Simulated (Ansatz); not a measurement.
Two isomers of C3H6FNO: A = `CC(F)C(=N)O`, B = `CN1COC1F`.

Program: Ansatz. Geometries: PBE0-D4/def2-TZVP. ΔE: electronic, gas phase. CBS: MP2 limit from def2 TZ/QZ plus the TZ coupled-cluster correction, frozen cores. Functionals use def2-TZVPP. B3LYP here is the variant with VWN-RPA as its local correlation; programs differ in this. Each species was taken in one conformer, which may not be the lowest.

**Question.** Which is lower in electronic energy at CCSD(T)/CBS, and by how much? (An estimate is asked.)

**Answer.** The calculation gave: A, by 28.4 kcal/mol.

**Question.** Give E(B) − E(A) in kcal/mol with MP2/def2-TZVPP, CCSD(T)/def2-TZVPP, ωB97M-V, B3LYP, r2SCAN-D4, PBE-D4, B3LYP-D4. (An estimate is asked.)

**Answer.** The calculation gave: MP2/def2-TZVPP 28.1, CCSD(T)/def2-TZVPP 27.7, ωB97M-V 27.2, B3LYP 29.7, r2SCAN-D4 28.9, PBE-D4 27.3, B3LYP-D4 29.5. None reverses the order clearly.

Largest T1 diagnostic: 0.013.

From PBE to PBE0 (25 % exact exchange), in def2-TZVPP and without D4, E(B) − E(A) moves by −1.6 kcal/mol.
